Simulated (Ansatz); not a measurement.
**UHF/3-21G run of SiCl (SMILES [Si]Cl)**

Aim: the energy change on altering one bond length of SiCl at UHF/3-21G, from 2 runs. 

The results are computed with Ansatz 0.2.0.

40 further runs of the same task are left out: 40 set aside as unsound or not needed.

**1. The molecule**

The species is SiCl (2 atoms), meant as a doublet with charge 0. SMILES: `[Si]Cl`. Geometry: relaxed at PBE0-D4/def2-TZVP.

Bond lengths: Si1–Cl2 2.067 Å.

**2. A single-point energy at UHF/3-21G**

molecule.yaml reads:

```yaml
crystal:
  periodic: [false, false, false]
  atoms:
    - symbol: Si
      position_ang: [0.881810, -0.293660, 0.452120]
    - symbol: Cl
      position_ang: [-0.881810, 0.293660, -0.452120]
basis:
  gaussian:
    orbitals: 3-21G.json
magnetization:
  spin_polarized: true
  initial_magnetization: 1
hamiltonian:
  xc: hf
accuracy: high
output: {orbitals: {seedname: orbitals}}
```

The basis set 3-21G is read from a file made from the Basis Set Exchange's data (not shown).

Command:

```bash
$ ansatz run molecule.yaml --threads 1 --pin off --max-ram 3480MiB --events-out events.jsonl --progress --plain --runs-dir runs
```

Log:

```text
Warning: RAYON_NUM_THREADS=1 ignored (pool sized by the plan → 1); use --threads N
Functional definition: HF
  name "HF"
  exchange = exact_x
  correlation = 0
513 factors; integrals over basis functions are off by at most 3.3e-9 eV
mean field evaluation 1: about -20263.6734 eV, gradient 6.8e0 eV
mean field evaluation 2: about -20263.6764 eV, gradient 6.8e0 eV
mean field evaluation 4: about -20264.1057 eV, gradient 7.8e-1 eV
mean field evaluation 8: about -20264.1181 eV, gradient 1.5e-2 eV
mean field evaluation 16: about -20255.9545 eV, gradient 1.2e1 eV
mean field evaluation 32: about -20264.0542 eV, gradient 2.7e0 eV
mean field -20264.11806122 eV, -744.6926032371 hartree, gradient 2.1e-8 eV, S^2 0.754665; 0 other end points of the search recorded, 0 dependent functions left out
reference -20264.11806122 eV, -744.6926032371 hartree; 16, 15 occupied and 10, 11 virtual orbitals, 513 factors
Total energy: -20264.11806122 eV, -744.6926032371 hartree
```

Run time: 0.18 s. Hardware: 1 thread of Intel Xeon 6975P-C (Granite Rapids), shared host.

**3. The distorted shape, same level**

run.yaml reads:

```yaml
crystal:
  periodic: [false, false, false]
  atoms:
    - {symbol: Si, position_ang: [2.292705, -0.763516, 1.175512]}
    - {symbol: Cl, position_ang: [-0.881810, 0.293660, -0.452120]}
basis:
  gaussian:
    orbitals: 3-21G.json
magnetization:
  spin_polarized: true
  initial_magnetization: 1
hamiltonian:
  xc: hf
accuracy: high
output: {orbitals: {seedname: orbitals}}
```

The basis set 3-21G is read from a file made from the Basis Set Exchange's data (not shown).

Command:

```bash
$ ansatz run run.yaml --threads 1 --pin off --max-ram 3480MiB --events-out events.jsonl --progress --plain --runs-dir runs
```

Log:

```text
Warning: RAYON_NUM_THREADS=1 ignored (pool sized by the plan → 1); use --threads N
[... 4 set-up lines as earlier in the session ...]
485 factors; integrals over basis functions are off by at most 3.5e-9 eV
mean field evaluation 1: about -20259.4021 eV, gradient 1.4e1 eV
mean field evaluation 2: about -20259.4033 eV, gradient 1.4e1 eV
mean field evaluation 4: about -20261.4021 eV, gradient 1.3e0 eV
mean field evaluation 8: about -20261.4239 eV, gradient 4.6e-1 eV
mean field evaluation 16: about -20262.3412 eV, gradient 2.5e-4 eV
mean field evaluation 32: about -20262.1928 eV, gradient 1.9e0 eV
mean field evaluation 64: about -20261.4194 eV, gradient 5.8e0 eV
mean field evaluation 96: about -20262.2391 eV, gradient 2.3e-2 eV
mean field evaluation 128: about -20261.4241 eV, gradient 4.4e-1 eV
mean field evaluation 160: about -20261.4623 eV, gradient 2.7e0 eV
mean field evaluation 192: about -20262.3322 eV, gradient 3.8e-1 eV
mean field evaluation 224: about -20262.2067 eV, gradient 4.8e-1 eV
mean field evaluation 256: about -20261.8632 eV, gradient 8.0e-2 eV
mean field -20262.34123058 eV, -744.6273059156 hartree, gradient 2.1e-8 eV, S^2 1.647787; 10 other end points of the search recorded, 0 dependent functions left out
reference -20262.34123058 eV, -744.6273059156 hartree; 16, 15 occupied and 10, 11 virtual orbitals, 485 factors
Total energy: -20262.34123058 eV, -744.6273059156 hartree
```

Run time: 0.58 s. Hardware: 1 thread of Intel Xeon 6975P-C (Granite Rapids), shared host.

**4. Summary of results**

Level: UHF/3-21G.

| quantity | value |
| --- | --- |
| first shape: total energy | -744.69260 Eh |
| first shape: HOMO energy (highest over α and β) | -8.14 eV |
| first shape: LUMO energy (lowest over α and β) | -0.32 eV |
| first shape: ⟨S²⟩ | 0.755 |
| distorted shape: total energy | -744.62731 Eh |
| distorted shape: HOMO energy (highest over α and β) | -8.32 eV |
| distorted shape: LUMO energy (lowest over α and β) | -0.92 eV |
| distorted shape: ⟨S²⟩ | 1.648 |
| energy change with the Si1–Cl2 bond stretched from 2.067 to 3.721 Å | 1.777 eV |

In words: With the Si1–Cl2 bond stretched from 2.067 to 3.721 Å the energy rises by 1.78 eV (41 kcal/mol). The first shape isn't relaxed at this level, so the change isn't measured from a minimum. ⟨S²⟩ (distorted shape) is 1.65 where a pure doublet has 0.75: the reference is spin-contaminated.
